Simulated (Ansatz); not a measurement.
System: 2H MoTe₂. Method: PBE-D4 in Ansatz (plane waves, PAW).

Numerical settings: plane-wave cutoff 500 eV, 12×12×4 k mesh (along the axes of the cell as run), gaussian smearing 0.02 eV, no spin polarisation, scalar-relativistic PAW data made under PBE.

Cell (relaxed at this level):

MoTe$_{2}$ is modelled in the hexagonal space group P6₃/mmc (No. 194), Pearson symbol hP6. Cell: a = 3.5013 Å, b = 3.5013 Å, c = 13.7300 Å, α = 90.00°, β = 90.00°, γ = 120.00°. Te on 4f has 3 Mo at 2.717 Å (trigonal pyramidal). Mo on 2c is surrounded by 6 Te at 2.717 Å (trigonal prismatic). (Neighbours: up to the widest gap in distance over summed covalent radii, below 1.35, at either atom; cation-cation and far metal-metal contacts left out.)

Task: Estimate the band gap that the calculation returns.

Result: 
band gap: 0.66 eV (on the SCF k mesh)

Measured, for comparison: band gap 1.06 ± 0.01 eV (4 K, zero-point motion not removed, indirect, absorption from ellipsometry, single crystal; as tabulated in Gulo et al. (2023), doi:10.1103/physrevmaterials.7.044001).

Spin–orbit coupling is not included; with these elements it can move the gap by several tenths of an eV or more.

Static lattice: no zero-point or thermal effects.

Computing time: very roughly 2.7 core-minutes.

Ansatz is a first-principles code.
